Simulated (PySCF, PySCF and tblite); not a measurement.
One step of a conformer study of C3H8S, numbered as in [CH3:1][CH2:2][S:3][CH3:4]: PBE0/def2-TZVP single-point energy, gas phase in PySCF; conformer with 180°.

Torsions listed: C1–C2–S3–C4. Of a mirror pair one member is shown.

Input:

```
{"job": {"xc": "PBE0", "basis": "def2-TZVP", "kind": "sp"}, "charge": 0, "multiplicity": 1}
C     -2.007393     0.056928    -0.012945
C     -0.542977    -0.198506    -0.315481
S      0.464716     1.191162     0.273653
C      2.096159     0.615785    -0.230014
H     -2.362298     0.970036    -0.514123
H     -2.173377     0.178788     1.068466
H     -2.626469    -0.784162    -0.359440
H     -0.198434    -1.123555     0.176854
H     -0.384527    -0.321056    -1.400294
H      2.360152    -0.334270     0.260590
H      2.162266     0.493752    -1.322231
H      2.819990     1.381816     0.080969
```

Launched as:

```sh
OMP_NUM_THREADS=1 python ens_run.py task.json out
```

Output (atoms count from 0 there):

```
coarse grid: 9848 points
cycle   1  E = -517.0737066075  dE =  9.565e-02  |g| = 2.992e-01  |ddm| = 2.322e+00
cycle   2  E = -517.0753396476  dE = -1.633e-03  |g| = 3.009e-01  |ddm| = 5.829e-01
cycle   3  E = -517.0989014318  dE = -2.356e-02  |g| = 2.938e-02  |ddm| = 2.548e-01
cycle   4  E = -517.0990304763  dE = -1.290e-04  |g| = 1.861e-02  |ddm| = 4.180e-02
cycle   5  E = -517.0991193604  dE = -8.888e-05  |g| = 3.508e-03  |ddm| = 1.766e-02
cycle   6  E = -517.0991219309  dE = -2.570e-06  |g| = 1.219e-03  |ddm| = 2.952e-03
final grid: 88352 points
cycle   7  E = -517.0923645571  dE = -3.547e-05  |g| = 9.547e-03  |ddm| = 3.576e-02
cycle   8  E = -517.0923536377  dE =  1.092e-05  |g| = 1.137e-02  |ddm| = 1.325e-02
cycle   9  E = -517.0923841397  dE = -3.050e-05  |g| = 6.723e-04  |ddm| = 7.942e-03
cycle  10  E = -517.0923842505  dE = -1.108e-07  |g| = 2.192e-04  |ddm| = 6.754e-04
cycle  11  E = -517.0923842618  dE = -1.130e-08  |g| = 4.369e-05  |ddm| = 1.509e-04
cycle  12  E = -517.0923842622  dE = -4.104e-10  |g| = 1.424e-05  |ddm| = 4.148e-05
converged SCF energy = -517.0923842622
```

It took 4.8 s on 1 thread of Arm Neoverse V1, shared host (rough), peak memory 0.75 GiB, launched as `OMP_NUM_THREADS=1 python ens_run.py task.json out`.
